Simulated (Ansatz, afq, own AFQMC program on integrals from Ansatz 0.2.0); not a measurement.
## AlH, triplet in cc-pVTZ, levels against full CI

```yaml
atoms:
  - { symbol: Al, position_ang: [0.0000, 0.0000, 0.0000] }
  - { symbol: H, position_ang: [0.0000, 0.0000, 2.2240] }
```

Basis cc-pVTZ. Noble-gas cores (and the filled d shells of Ga–Kr and In–Xe) are frozen. Ansatz 0.2.0 and our own AFQMC program on the same integrals; the CISD trial comes from CCSD amplitudes, and released means the phaseless constraint is let go. Uncertainties: one standard error, sampling alone.

Determinant: UHF, the one that the program's search chose, which needn't be the lowest solution. The geometry is a point of a scan.

Full CI on the same integrals is exact in this basis and with this determinant's frozen core.

Cautions: lower spins were not checked; raised T1 diagnostic (T1 0.042, weight of the determinant 0.91, largest double 0.11); unrestricted determinant spin contaminated (⟨S²⟩ 2.10 against 2.00).

The T1 diagnostic is 0.0422, the weight of the determinant in the CISD state is 0.909 and the ⟨S²⟩ of the determinant is 2.101. The size of the correlated space is 4 electrons in 43 orbitals.

Reference: full CI, correlation energy -1.651 eV. The released energy is read at 2.40 1/Eh (meV from the phaseless value at times in 1/Eh: -1.7 ± 0.8 at 0.24, -3.9 ± 0.7 at 0.51, -5.8 ± 0.8 at 0.99, -9.0 ± 1.4 at 1.62, -8.0 ± 0.7 at 2.40).

```tsv
level	E − E(reference) (mEh)	share of correlation (%)
HF	60.67	0.00
MP2	22.45	62.99
CCSD	2.58	95.75
CCSD(T)	0.82	98.64
CCSDT	0.05	99.93
CCSDT(Q)	0.01	99.99
ph-AFQMC/CISD	0.48 ± 0.03	99.21
released AFQMC	0.18 ± 0.02	99.70
```

CCSDT and higher add their correlation energy to the determinant of the CCSD(T) run, since their own runs factorise the integrals more tightly (a shift of under 2 meV). A walk keeps the symmetry of its determinant, which the program's search chose and which needn't be the lowest solution, so a lower state of the same spin and another symmetry isn't excluded. Released energies are given only where the last usable release times agree within the noise; a slower fall can still hide under it.
